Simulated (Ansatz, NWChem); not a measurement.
**C3H8S2 (methyl ethyl disulfide): a line through the functionals**

The species is C3H8S2 (13 atoms), meant as a singlet with charge 0. As SMILES, `CCSSC`. The shape is that of a PBE0-D4/def2-TZVP optimisation. This is one conformer, not always the lowest.

The HOMO–LUMO gap y, in eV, basis cc-pVDZ; a is the functional's share of exact exchange. Programs: Ansatz 0.2.0, NWChem 7.3.0.

| functional | program | a | y (eV) |
| --- | --- | --- | --- |
| r2SCAN | Ansatz | 0 | 4.99 |
| BLYP | Ansatz | 0 | 4.54 |
| B3LYP | NWChem | 0.2 | ? |
| PBE0 | Ansatz | 0.25 | 6.76 |
| BHLYP | NWChem | 0.5 | 9.00 |

Task: Fit y = c + s·a to the known rows and predict B3LYP.

Result: 
1. Means of the 4 rows: a = 0.1875, y = 6.322.
2. Σ(Δa)² = 0.17188, Σ(Δa·Δy) = 1.4481, so the slope is 1.4481/0.17188 = 8.4251.
3. Intercept: 6.322 − (8.4251) × 0.1875 = 4.742. The largest residual of the fit is 0.25.
4. B3LYP: 4.742 + (8.4251) × 0.2 = 6.43 eV.

The run gave 6.31 eV, so the prediction is off by +0.12 eV, within the scatter of the fit. Exact exchange lowers occupied levels and raises empty ones. The rows mix families of semi-local functionals, which the line can't see.
